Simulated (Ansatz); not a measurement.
Rutile CrO2 was calculated with r²SCAN-D4 (Ansatz, a program for electronic structure, PAW).

Run with plane-wave cutoff 560 eV, 12×12×18 k mesh (along the axes of the cell as run), Fermi–Dirac smearing 0.05 eV, spin-polarised with parallel moments, scalar-relativistic PAW data made under PBE.

Shape and atoms are relaxed at each volume.

Pressure at four volumes; x = ln(V/9.339 Å³). One pressure is withheld.

| V (Å³/atom) | x | P (GPa) |
|---|---|---|
| 8.966 | -0.0408 | ? |
| 9.152 | -0.0202 | 5.49 |
| 9.339 | 0.0000 | 0.00 |
| 9.713 | 0.0393 | -9.19 |

### Question
Pass a parabola P(x) through the three rows shown, estimate the bulk modulus and its pressure derivative near zero pressure, and predict the withheld pressure.

### Answer
Slopes between the rows: (0.00 − (5.49))/(0.0000 − (-0.0202)) = -271.78 and (-9.19 − (0.00))/(0.0393 − (0.0000)) = -233.84 GPa. Their difference over the span 0.0595 is c = 37.94/0.0595 = 637.6 GPa, so P(x) = 5.49 + (-271.78)(x − (-0.0202)) + 637.6 (x − (-0.0202))(x − (0.0000)). At the middle row B = −dP/dx = −[-271.78 + 637.6 × 0.0202] = 258.9 GPa, and B′ = dB/dP = 2c/B = 4.9. At x = -0.0408 the parabola gives 11.62 GPa; the run gives 11.66 GPa. The Birch–Murnaghan fit to the energies at all volumes has B0 = 258 GPa and B′ = 4.9.

Measured, for comparison: bulk modulus 242 ± 2 GPa (temperature not stated, no zero-point or thermal correction, equation of state from high-pressure X-ray diffraction; as tabulated in Datta et al. (2023), arXiv:2307.04584). Computed (rounded) less measured: bulk modulus +7 %. A static lattice is as a rule a little smaller and stiffer than an uncorrected measurement, which narrows the difference in the bulk modulus and would widen misses of the other sign.

Note: the bulk modulus comes from volumes at which shape and atoms were relaxed.
